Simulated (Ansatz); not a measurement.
C4H6O can be A, `C#CCOC`, or B, `C1=COCC1`.

Gas-phase electronic energies from Ansatz, PBE0-D4/def2-TZVP geometries. CCSD(T)/CBS is the MP2 limit (def2-TZVPP, def2-QZVPP) plus CCSD(T) − MP2 in def2-TZVPP, frozen cores. DFT in def2-TZVPP. B3LYP here is the variant with VWN-RPA as its local correlation; programs differ in this. Each species was taken in one conformer, which may not be the lowest.

A:

```xyz
11

C    -1.690    2.245    0.677
C    -1.128    1.204    0.481
C    -0.472   -0.072    0.258
O     0.748    0.116   -0.410
C     1.403   -1.102   -0.637
H    -2.184    3.172    0.848
H    -0.309   -0.570    1.227
H    -1.137   -0.724   -0.329
H     1.635   -1.618    0.305
H     2.335   -0.877   -1.155
H     0.800   -1.775   -1.263
```

B:

Z-matrix (Å, degrees):
```
C
C 1 1.535
O 1 1.439 2 106.8
H 1 1.095 2 111.4 3 -117.1
H 1 1.090 2 114.1 3 119.1
C 2 1.504 1 100.9 3 14.8
H 2 1.096 1 112.4 3 -104.1
H 2 1.093 1 111.5 3 135.6
C 3 1.356 1 106.3 2 -14.3
H 6 1.079 2 125.8 1 173.4
H 9 1.081 3 114.8 1 -172.8
```

(1) Which isomer does CCSD(T)/CBS put lower? Give the gap. (Estimate.)

(2) Give E(B) − E(A) in kJ/mol with PBE-D4, B3LYP, HF/def2-TZVPP, ωB97M-V, r2SCAN-D4, CCSD(T)/def2-SVP, CCSD(T)/def2-TZVPP. (Best estimate.)

(3) Does the order hold for the free energy at 298.15 K (harmonic terms from PBE0-D4)? (An estimate is asked.)

Largest T1 diagnostic: 0.012.

## Answers

(1) Ansatz gave: B, by 155.0 kJ/mol.

(2) Ansatz gave: PBE-D4 -172.3, B3LYP -147.1, HF/def2-TZVPP -138.7, ωB97M-V -161.5, r2SCAN-D4 -170.3, CCSD(T)/def2-SVP -159.6, CCSD(T)/def2-TZVPP -155.1. None reverses the order clearly.

(3) The calculation gave: Yes: G(B) − G(A) = -140.4 kJ/mol, for one conformer each.

From PBE to PBE0 (25 % exact exchange), in def2-TZVPP and without D4, E(B) − E(A) moves by −7.8 kJ/mol. Leaving LDA and LC-ωPBE aside and taking each functional with its dispersion term where it has one, the values, not all of them listed here, spread over 34.6 kJ/mol, from HSE06-D4 to BLYP-D4. LDA lies −29.8 kJ/mol from PBE without D4.
